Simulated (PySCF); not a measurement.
System (SMILES): C#N (CH-N).
Geometry (B3LYP-D3(BJ)/def2-TZVP, fixed):
```
C
N 1 1.1462
H 1 1.0667 2 180.00
```

How fast the mean static polarisability converges with the basis for several methods (PySCF): deviation from each method's own reference, in %. References: HF 16.63 bohr³, the value in d-aug-cc-pVTZ; PBE 17.45 bohr³, the value in d-aug-cc-pVTZ; PBE0 16.95 bohr³, the value in d-aug-cc-pVTZ. All functions are spherical. Density fitting with generated auxiliary sets. No added dispersion term, no relativity. 

```json
[
 {"basis": "cc-pVDZ", "functions": "33", "HF": "(withheld)", "PBE": "-29.4", "PBE0": "-27.9"},
 {"basis": "def2-SVP", "functions": "33", "HF": "(withheld)", "PBE": "-30.7", "PBE0": "-29.2"},
 {"basis": "6-31G**", "functions": "33", "HF": "(withheld)", "PBE": "-32.4", "PBE0": "-30.8"},
 {"basis": "pcseg-1", "functions": "33", "HF": "(withheld)", "PBE": "-27.2", "PBE0": "-25.6"},
 {"basis": "def2-SVPD", "functions": "48", "HF": "(withheld)", "PBE": "-5.7", "PBE0": "-5.0"},
 {"basis": "aug-pcseg-1", "functions": "55", "HF": "(withheld)", "PBE": "-1.1", "PBE0": "-1.0"},
 {"basis": "pcseg-2", "functions": "74", "HF": "(withheld)", "PBE": "-14.0", "PBE0": "-13.3"},
 {"basis": "aug-cc-pVTZ", "functions": "115", "HF": "(withheld)", "PBE": "-0.5", "PBE0": "-0.3"},
 {"basis": "def2-QZVPPD", "functions": "159", "HF": "(withheld)", "PBE": "-0.3", "PBE0": "-0.2"},
 {"basis": "aug-pcseg-3", "functions": "219", "HF": "(withheld)", "PBE": "-0.1", "PBE0": "-0.1"},
 {"basis": "cc-pV5Z", "functions": "237", "HF": "(withheld)", "PBE": "-4.4", "PBE0": "-3.9"},
 {"basis": "pcseg-4", "functions": "263", "HF": "(withheld)", "PBE": "-0.4", "PBE0": "-0.3"}
]
```

Question: Some entries are withheld; supply them.

Answer: 
- cc-pVDZ, HF: -26.6
- def2-SVP, HF: -27.8
- 6-31G**, HF: -29.5
- pcseg-1, HF: -24.2
- def2-SVPD, HF: -4.6
- aug-pcseg-1, HF: -0.8
- pcseg-2, HF: -12.8
- aug-cc-pVTZ, HF: -0.3
- def2-QZVPPD, HF: -0.2
- aug-pcseg-3, HF: -0.1
- cc-pV5Z, HF: -3.6
- pcseg-4, HF: -0.3

Mean absolute deviation over pcseg-2, aug-cc-pVTZ: HF 6.6, PBE0 6.8, PBE 7.2 %.
